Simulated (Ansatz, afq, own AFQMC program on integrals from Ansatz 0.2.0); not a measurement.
## SbH₂⁻, singlet in def2-SVPD along one coordinate

```yaml
atoms:
  - { symbol: Sb, position_ang: [0.0000, -0.0178, 0.0021] }
  - { symbol: H, position_ang: [0.0000, 0.9483, 0.9791] }
  - { symbol: H, position_ang: [0.0000, 1.1975, -1.2270] }
```

The Sb1–H2 distance is changed with both sides rigid. Energies in kJ/mol count from this geometry (1.374 Å) at the same level; the start stands on RHF, each point on the determinant named.

Basis def2-SVPD with its core potentials. Only valence electrons are correlated. Ansatz 0.2.0 and our own AFQMC program on the same integrals; the CISD trial comes from CCSD amplitudes, and released means the phaseless constraint is let go. Error bars are statistical, one sigma. No spin–orbit coupling.

Cautions, each for one point or more: (T) is large; cluster runs in doubt by the program's own checks; higher spins were not checked; inner d shell frozen; no spin-orbit coupling; restricted determinant unstable towards unrestricted; strong correlation.

```tsv
r(Sb1–H2) / Å	det.	T1	weight	B2PLYP	B3LYP	CCSD(T)
2.135	RHF	0.019	0.88	-86.1	-90.9	-95.3
2.788	RHF	0.041	0.83	49.2§	32.0§	22.6
3.794	RHF¶	0.127	0.64	117.6§	100.0§	103.3
```

Estimate the curve of CCSDT(Q), counted from the same start.


| r(Sb1–H2) / Å | det. | T1 | weight | CCSDT(Q) | ph-AFQMC/CISD |
| --- | --- | --- | --- | --- | --- |
| 2.135 | RHF | 0.019 | 0.88 | -96.0 | -98.9 ± 1.1 |
| 2.788 | RHF | 0.041 | 0.83 | 21.2 | 24.2 ± 1.4 |
| 3.794 | RHF¶ | 0.127 | 0.64 | 113.4 | 121.1 ± 1.8 |

Weight is that of the determinant in the CISD state; at the start T1 is 0.013 and the weight 0.90. ¶ marks points with a poor determinant and no full CI, where no value is sure; they don't count among the departures. § marks a functional whose ⟨S²⟩ is too high by over 0.1. Largest departures from CCSDT(Q), at the points where its series has closed: CCSD(T) 1.4 kJ/mol at 2.788 (on RHF), ph-AFQMC/CISD 3.0 kJ/mol at 2.788 (on RHF). The functionals aren't scored here. In this small basis the wave-function levels are far from their limit, so their gap to the functionals isn't the functionals' error. In total energy ph-AFQMC/CISD lies 20 ± 6 meV above CCSDT(Q) at the start, so its agreement along the curve rests in part on cancellation.

CCSDT and higher add their correlation energy to the determinant of the CCSD(T) run, since their own runs factorise the integrals more tightly (a shift of under 2 meV). A walk keeps the symmetry of its determinant, which the program's search chose and which needn't be the lowest solution, so a lower state of the same spin and another symmetry isn't excluded. The exponents were fitted on light atoms, and def2 sets of heavy atoms don't grow evenly, so the limit is rough here.
